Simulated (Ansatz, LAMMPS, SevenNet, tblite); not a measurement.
# Ladder of methods for the equilibrium lattice constant a of zinc-blende CdSe

Reference value: 6.077 Å (measured, room temperature, not corrected to a static lattice, our sources range from 6.052 to 6.084; as tabulated in arXiv:1206.3780).

```
level (code)                   value (Å)  difference (%)
-----------------------------  ---------  --------------
BOP CdTeSe.bop.table (LAMMPS)      6.044           -0.54
GFN1-xTB (tblite)                  6.195           +1.94
SevenNet-0                         6.212           +2.22
LDA (Ansatz)                       6.008           -1.14
PBE (Ansatz)                       6.196           +1.96
LC-ωPBE (Ansatz)                   6.049           -0.46
Hartree–Fock (Ansatz)              6.300           +3.67
```

Leaving aside BOP CdTeSe.bop.table (doubt noted below): The reference is not for a static lattice or low temperature, so close values are not ranked against it. Off by more than 1.25 %, or 1.75 % on the side where a correction would as a rule narrow the miss (bounds picked here): Hartree–Fock (+3.67 %), SevenNet-0 (+2.22 %), PBE (+1.96 %), GFN1-xTB (+1.94 %).

The reference isn't brought to a static lattice, while the calculations are for one, so the differences are not the levels' errors alone. A static lattice is as a rule a little smaller than the measured one.  BOP CdTeSe.bop.table: the potential file covers more elements than this solid holds. GFN1-xTB: the method was fitted mainly to molecules. GFN1-xTB: the run uses a supercell at the zone centre in place of a k mesh. Hartree–Fock: the cell is over a tenth larger than the published one: the level's own overestimate first of all, though another phase or state, or a fault of the published cell, is possible. Cutoffs and k meshes differ between the levels. Ansatz's density-functional and Hartree–Fock values are scalar-relativistic unless marked +SOC, with PAW data made under PBE.

Empirical potentials (BOP CdTeSe.bop.table) are fitted to chosen data: where that held the value shown, agreement is built in, and what lay outside the fit can be far off. Machine-learned potentials (SevenNet-0) are trained on DFT data: a solid inside that data is no test of them.

Differences are worked out from the printed values.

Ansatz is an electronic-structure program.
